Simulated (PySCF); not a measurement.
# Chlorine: a sound run and one with changed settings

Sound run: Cl [Ne] 3s2 3p5, Cl⁺ [Ne] 3s2 3p4. All numbers are calculated (PySCF 2.14, scalar relativity by spin-free X2C-1e, in jorge-DZP-DKH (7s4p1d, 24 functions)). In the sound run the correlated levels freeze [Ne]. The sound run starts from symmetry-adapted Hartree-Fock orbitals and uses a fine grid where one is needed.

Changed run: all electrons correlated in a basis built for the valence shell.

| species | method | sound run (hartree) | changed run (hartree) | converged |
| --- | --- | --- | --- | --- |
| Cl | MP2 | -461.00022 | -461.05021 | yes |
| Cl | CCSD(T) | -461.01816 | -461.06820 | yes |
| Cl⁺ | MP2 | -460.54393 | -460.59409 | yes |
| Cl⁺ | CCSD(T) | -460.56407 | -460.61442 | yes |

Ionisation energy of Cl:

```
 method  sound run (eV)  changed run (eV)
    UHF          11.774            11.774
    MP2          12.416            12.412
SCS-MP2          12.398            12.393
   CCSD          12.350            12.341
CCSD(T)          12.356            12.348
```

A valence basis has no tight correlating functions, so it recovers only part of the core correlation, and not evenly between atom and ion.

For comparison, NIST gives 12.968 eV between the lowest levels.
